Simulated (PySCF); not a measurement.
magnesium dihydride, H2Mg, SMILES [MgH2], point group D∞h.

Force field and properties: PBE0/pcSseg-2 (PySCF, grid level 2). Vibrational terms come from second-order perturbation theory with semi-diagonal cubic constants, by steps of ±0.6 along the normal coordinates of each isotopologue. The parent has the commonest isotopes.

Equilibrium geometry (Å):

| atom | x | y | z |
| --- | --- | --- | --- |
| Mg1 | 0.0153 | -0.0034 | -0.0167 |
| H2 | -1.6906 | 0.0121 | -0.0416 |
| H3 | 1.7212 | -0.0189 | 0.0081 |

(1) How much do zero-point and thermal motion change the parent's shieldings?

(2) And the bond lengths, in the parent and with ²H at 2?

(3) What are the dipole moments?

The study (51 SCF points, 56 basis functions) took 24 s on 1 thread of Intel Xeon 6975P-C, on a host shared with other jobs (rough), peak memory 0.29 GiB, launched as `OMP_NUM_THREADS=1 python ens_run.py task.json out`.

Answers

(1) 
```csv
atom,σe (ppm),"anharmonic part, 0 K","harmonic part, 0 K",Δσ at 0 K,Δσ at 100 K,Δσ at 350 K
Mg1,435.41,2.55,0.63,3.18,3.32,3.84
H2,26.60,-0.07,-0.09,-0.16,-0.16,-0.18
```

(2) 
```
  bond  re (Å)  ⟨r⟩ at 0 K  between mean positions  ⟨r⟩, labelled
Mg1–H2  1.7061      1.7275                  1.7155         1.7213
```

(3) 0.000 D at equilibrium; averaged at 0 K: parent 0.000 D; ²H at 2 0.012 D; ²H at 2, ²H at 3 0.000 D. Measured: 0 D (NIST CCCBDB Release 22 (SRD 101), experimental dipoles).
